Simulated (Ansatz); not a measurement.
Cost and result for the atomization energy of CH$_{2}$AlN, SMILES `[CH]1=[N][AlH]1` (5 atoms, 5 bonds).

Charge 0, multiplicity 1. Geometry: relaxed with PBE0-D4/def2-TZVP. Program: Ansatz. All runs use 2 threads of an Arm Neoverse V1 on a shared host. Times are those of one run each, without the atoms' runs, and a repeat can differ threefold. Electronic energies, without spin–orbit coupling; frozen cores. CCSD(T)/CBS adds CCSD(T) − MP2 in def2-TZVPP to the MP2 limit, and its time is that of the two runs behind it. T1 = 0.019. HSE06 is the plane-wave form, built on full-range PBE exchange.

CCSD(T)/CBS is a level of theory with its own doubt, some kJ/mol a heavy atom from the limit and from the frozen cores, so smaller differences don't rank the functionals.

```
                             level  functions  wall time
                  CCSD(T)/def2-SVP         56      0.5 s
              revPBE-D4/def2-TZVPP        132        1 s
                PBE0-D4/def2-TZVPP        132      1.1 s
   PBE-D4/def2-TZVPP (with forces)        132      1.2 s
               BHLYP-D4/def2-TZVPP        132      1.2 s
               HSE06-D4/def2-TZVPP        132      1.4 s
               PBE-QIDH/def2-TZVPP        132      1.9 s
                 B2PLYP/def2-TZVPP        132        2 s
r2SCAN-D4/def2-TZVPP (with forces)        132      2.1 s
                ωB97X-V/def2-TZVPP        132      3.8 s
                    MP2/def2-QZVPP        244      4.8 s
                CCSD(T)/def2-TZVPP        132        6 s
                 CCSD(T)/CBS(def2)          –       11 s
```

Q: What atomization energy does each give, and how far from CCSD(T)/CBS? (Estimate.)

A: The calculation gave: 
| level | atomization (kJ/mol) | difference from CCSD(T)/CBS | per bond |
| --- | --- | --- | --- |
| CCSD(T)/def2-SVP | 1519.9 | -118.3 | -23.7 |
| revPBE-D4/def2-TZVPP | 1654.6 | 16.4 | 3.3 |
| PBE0-D4/def2-TZVPP | 1642.6 | 4.4 | 0.9 |
| PBE-D4/def2-TZVPP (with forces) | 1706.7 | 68.5 | 13.7 |
| BHLYP-D4/def2-TZVPP | 1558.0 | -80.2 | -16.0 |
| HSE06-D4/def2-TZVPP | 1644.7 | 6.5 | 1.3 |
| PBE-QIDH/def2-TZVPP | 1616.3 | -21.9 | -4.4 |
| B2PLYP/def2-TZVPP | 1626.7 | -11.5 | -2.3 |
| r2SCAN-D4/def2-TZVPP (with forces) | 1646.1 | 7.9 | 1.6 |
| ωB97X-V/def2-TZVPP | 1651.3 | 13.1 | 2.6 |
| MP2/def2-QZVPP | 1660.4 | 22.2 | 4.4 |
| CCSD(T)/def2-TZVPP | 1575.2 | -63.0 | -12.6 |
| CCSD(T)/CBS(def2) | 1638.2 | 0.0 | 0.0 |

In def2-TZVPP, CCSD(T) changes the Hartree–Fock value by +543.2 kJ/mol (the triples alone add +45.0 kJ/mol) and MP2 by +590.4 kJ/mol; breaking electron pairs costs correlation energy, which Hartree–Fock lacks. Leaving LDA and LC-ωPBE aside and taking each functional with its dispersion term where it has one, the values spread over 148.7 kJ/mol, from BHLYP-D4 to PBE-D4. LDA lies +223.7 kJ/mol from PBE without D4, its usual overbinding. The D4 term adds +11.7 kJ/mol with B3LYP and +5.9 kJ/mol with PBE0; it sums over pairs of atoms, weighted by their polarisabilities, and B3LYP, whose exchange is more repulsive, gets the larger term.

B3LYP here is the variant with VWN-RPA as its local correlation; programs differ in this.
